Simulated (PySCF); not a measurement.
# Worked example: chemical shift, span and skew from a shielding tensor

CH3S, SMILES C[S] (connectivity only; charge and spin as stated), charge -1, multiplicity 1. Atoms are numbered in the order given.

```xyz
5

C      0.0000     0.0000    -1.1160
S      0.0000     0.0000     0.7044
H     -0.8824     0.5095    -1.5248
H      0.8824     0.5095    -1.5248
H      0.0000    -1.0189    -1.5248
```
Charge -1, spin multiplicity 1.

Coordinates come from a PBE0-D3(BJ)/def2-TZVPD optimisation. The spin state was assumed, not searched. The isomer is the one that the SMILES or the coordinates give; other isomers of the formula were not compared.

GIAO shieldings from HF/pcSseg-2 (PySCF), non-relativistic, no solvent. The symmetric part of the tensor of C1 has the principal values 168.0, 168.0, 193.4 ppm. The same nucleus in TMS has σ = 193.3 ppm at this level (PySCF, at its B3LYP-D3(BJ)/def2-TZVP geometry).

Question: Work out the isotropic shielding, the ¹³C shift against TMS, the span and the skew.

Answer: 
σ(iso) = (σ11 + σ22 + σ33)/3 = 176.5 ppm. δ = σ(ref) − σ(iso) = 193.3 − (176.5) = 16.8 ppm.
Span Ω = σ33 − σ11 = 25.4 ppm. Skew κ = 3(σ(iso) − σ22)/Ω = 1.00, an axial tensor. Tumbling in solution averages the tensor to δ; in a static solid the shielding alone would spread this spin-1/2 line over Ω.
